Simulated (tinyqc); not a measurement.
Worked calculation: RKS/B3LYP (VWN-RPA form) in the sto-3g basis, for HF, spin multiplicity 1. One step of it, computed by the program tinyqc.

Task: Iteration 1: building the Kohn-Sham matrix. J_ij = sum D_kl (ij|kl), K_ij = sum D_kl (ik|jl); F = H + J - 0.1 K + V_xc; E = tr D H + tr D J / 2 - 0.05 tr D K + E_xc + E_nn.

D at the start, order 1F 1s, 1F 2s, 1F 2px, 1F 2py, 1F 2pz, 2H 1s:
```
[[2.121365, -0.511544, 0.000000, 0.000000, -0.006832, 0.028251],
 [-0.511544, 2.155761, 0.000000, 0.000000, 0.036591, -0.116301],
 [0.000000, 0.000000, 2.000000, 0.000000, 0.000000, 0.000000],
 [0.000000, 0.000000, 0.000000, 2.000000, 0.000000, 0.000000],
 [-0.006832, 0.036591, 0.000000, 0.000000, 2.036190, -0.141276],
 [0.028251, -0.116301, 0.000000, 0.000000, -0.141276, 0.015808]]
```

core Hamiltonian H = T + V (hartree), order 1F 1s, 1F 2s, 1F 2px, 1F 2py, 1F 2pz, 2H 1s:
```
[[-40.386463, -9.475690, 0.000000, 0.000000, -0.005907, -0.555051],
 [-9.475690, -10.864641, 0.000000, 0.000000, -0.073868, -1.424806],
 [0.000000, 0.000000, -8.551327, 0.000000, 0.000000, 0.000000],
 [0.000000, 0.000000, 0.000000, -8.551327, 0.000000, 0.000000],
 [-0.005907, -0.073868, 0.000000, 0.000000, -8.583980, -1.068260],
 [-0.555051, -1.424806, 0.000000, 0.000000, -1.068260, -3.704358]]
```

Two-electron integrals (ij|kl) in chemists' order, unique and non-zero (hartree):
```
(11|11) 5.403501   (21|11) 0.841920   (21|21) 0.156299   (22|11) 1.268028
(22|21) 0.292344   (22|22) 0.926167   (31|31) 0.027998   (32|31) 0.043169
(32|32) 0.204588   (33|11) 1.264502   (33|21) 0.292403   (33|22) 0.925959
(33|33) 0.997514   (41|41) 0.027998   (42|41) 0.043169   (42|42) 0.204588
(43|43) 0.053770   (44|11) 1.264502   (44|21) 0.292403   (44|22) 0.925959
(44|33) 0.889973   (44|44) 0.997514   (51|51) 0.027998   (52|51) 0.043169
(52|52) 0.204588   (53|53) 0.053770   (54|54) 0.053770   (55|11) 1.264502
(55|21) 0.292403   (55|22) 0.925959   (55|33) 0.889973   (55|44) 0.889973
(55|55) 0.997514   (61|11) 0.049466   (61|21) 0.009112   (61|22) 0.016960
(61|33) 0.016939   (61|44) 0.016939   (61|51) 0.000340   (61|52) 0.000646
(61|55) 0.017006   (61|61) 0.000536   (62|11) 0.145136   (62|21) 0.033997
(62|22) 0.122812   (62|33) 0.121013   (62|44) 0.121013   (62|51) 0.002247
(62|52) 0.018887   (62|55) 0.126287   (62|61) 0.002010   (62|62) 0.021432
(63|31) 0.003313   (63|32) 0.020611   (63|53) 0.003818   (63|63) 0.002987
(64|41) 0.003313   (64|42) 0.020611   (64|54) 0.003818   (64|64) 0.002987
(65|11) 0.107615   (65|21) 0.025507   (65|22) 0.098883   (65|33) 0.094972
(65|44) 0.094972   (65|51) 0.004724   (65|52) 0.034427   (65|55) 0.106594
(65|61) 0.001557   (65|62) 0.021313   (65|65) 0.024082   (66|11) 0.359699
(66|21) 0.085572   (66|22) 0.357350   (66|33) 0.348272   (66|44) 0.348272
(66|51) 0.005688   (66|52) 0.068819   (66|55) 0.375324   (66|61) 0.005065
(66|62) 0.086801   (66|65) 0.101832   (66|66) 0.774606
```

nuclear repulsion = 3.25313859 hartree

V_xc (hartree), order 1F 1s, 1F 2s, 1F 2px, 1F 2py, 1F 2pz, 2H 1s:
```
[[-2.831084, -0.401176, 0.000000, 0.000000, -0.000199, -0.023746],
 [-0.401176, -0.771769, 0.000000, 0.000000, -0.000523, -0.087057],
 [0.000000, 0.000000, -0.766642, 0.000000, 0.000000, 0.000000],
 [0.000000, 0.000000, 0.000000, -0.766642, 0.000000, 0.000000],
 [-0.000199, -0.000523, 0.000000, 0.000000, -0.766831, -0.063550],
 [-0.023746, -0.087057, 0.000000, 0.000000, -0.063550, -0.164661]]
```

E_xc = sum of w rho eps_xc = -9.22073283 hartree

Give: Coulomb J; exchange K; Kohn-Sham matrix F; total energy of this density.

Result:

Coulomb J (hartree), order 1F 1s, 1F 2s, 1F 2px, 1F 2py, 1F 2pz, 2H 1s:
```
[[20.9121, 4.0081, 0.0000, 0.0000, 0.0010, 0.2338],
 [4.0081, 9.9268, 0.0000, 0.0000, 0.0014, 1.2709],
 [0.0000, 0.0000, 9.9181, 0.0000, 0.0000, 0.0000],
 [0.0000, 0.0000, 0.0000, 9.9181, 0.0000, 0.0000],
 [0.0010, 0.0014, 0.0000, 0.0000, 9.9179, 1.0047],
 [0.2338, 1.2709, 0.0000, 0.0000, 1.0047, 3.5717]]
```

exchange K (hartree), order 1F 1s, 1F 2s, 1F 2px, 1F 2py, 1F 2pz, 2H 1s:
```
[[11.1080, 1.9463, 0.0000, 0.0000, 0.0004, 0.1215],
 [1.9463, 3.2324, 0.0000, 0.0000, 0.0038, 0.3618],
 [0.0000, 0.0000, 2.6627, 0.0000, 0.0000, 0.0000],
 [0.0000, 0.0000, 0.0000, 2.6627, 0.0000, 0.0000],
 [0.0004, 0.0038, 0.0000, 0.0000, 2.6650, 0.2129],
 [0.1215, 0.3618, 0.0000, 0.0000, 0.2129, 0.0714]]
```

Kohn-Sham matrix F (hartree), order 1F 1s, 1F 2s, 1F 2px, 1F 2py, 1F 2pz, 2H 1s:
```
[[-23.4162, -6.0634, 0.0000, 0.0000, -0.0051, -0.3571],
 [-6.0634, -2.0328, 0.0000, 0.0000, -0.0734, -0.2772],
 [0.0000, 0.0000, 0.3338, 0.0000, 0.0000, 0.0000],
 [0.0000, 0.0000, 0.0000, 0.3338, 0.0000, 0.0000],
 [-0.0051, -0.0734, 0.0000, 0.0000, 0.3006, -0.1484],
 [-0.3571, -0.2772, 0.0000, 0.0000, -0.1484, -0.3044]]
```

total energy of this density = -98.229821 hartree
